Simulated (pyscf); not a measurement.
`[Cl][CH]([Cl])[Cl]` + `[Cl]` [doublet] → `[Cl][C]([Cl])[Cl]` [doublet] + `[ClH]` (hydrogen abstraction; doublet surface; C–H broken, Cl–H formed). Structures and frequencies: ωB97X-D3(BJ)/def2-SVP in PySCF. Energies in kcal/mol from the separated reactants.

```csv
level,barrier,reaction energy
ωB97X-D3(BJ)/def2-TZVP,[?],[?]
PBE/def2-TZVP,[?],-12.8
B3LYP-D3(BJ)/def2-TZVP,-3.4,-8.2
M06-2X/def2-TZVP,1.9,-6.3
ωB97M-D3(BJ)/def2-TZVP,2.4,-7.0
HF/def2-TZVP,23.2,+0.3
```

Task: Complete the blanks.

Result: 
- ωB97X-D3(BJ)/def2-TZVP, barrier: 1.7
- ωB97X-D3(BJ)/def2-TZVP, reaction energy: -7.7
- PBE/def2-TZVP, barrier: -9.7

At PBE, B3LYP-D3(BJ) this geometry lies under the reactants; that is no barrier but a single point on another level's saddle; such a level's own saddle, if it has one, lies nearer that side and is low. One saddle was located; it need not be the lowest between these sides. The angle at the transferred H is 180°. Left out: the spin-orbit lowering of Cl.
